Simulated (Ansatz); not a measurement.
Ligand exchange: CH3Na + C2H2F4 → NaF + C3H5F3

Species: CH3Na `[CH3][Na]`, singlet; C2H2F4 (norflurane) `FCC(F)(F)F`, singlet; NaF, singlet; C3H5F3 (1,1,1-trifluoropropane) `CCC(F)(F)F`, singlet. The partners trade CH3 for F: Na–CH3 and C–F bonds give way to Na–F and C–CH3.

Shapes, held fixed at every level: PBE0-D4/def2-TZVP. Programs: Ansatz 0.2.0. The zero-point and thermal change to 298 K, harmonic and unscaled (PBE0-D4/def2-TZVP), is +9.5 kJ/mol.

```
               level                    kind  ΔH(298 K) (kJ/mol)  less CCSD(T)/def2-TZVPP
         HF/def2-SVP            Hartree–Fock              -259.3                     -6.0
   PBE-D4/def2-TZVPP                     GGA              -239.2                    +14.1
r2SCAN-D4/def2-TZVPP                meta-GGA              -257.3                     -4.0
 BHLYP-D4/def2-TZVPP           global hybrid              -256.8                     -3.5
  wB97X-V/def2-TZVPP  range-separated hybrid              -260.7                     -7.4
   B2PLYP/def2-TZVPP           double hybrid              -252.3                     +1.0
  CCSD(T)/def2-TZVPP   coupled cluster or CI              -253.3                      0.0
```

The highest level, CCSD(T)/def2-TZVPP, gives ΔH(298 K) = -253.3 kJ/mol; the levels span -260.7 to -239.2. The column of differences is taken from that level and isn't an error. No measured value is set beside it here. Outer-core shells of Na are correlated, in sets that cover them unevenly.
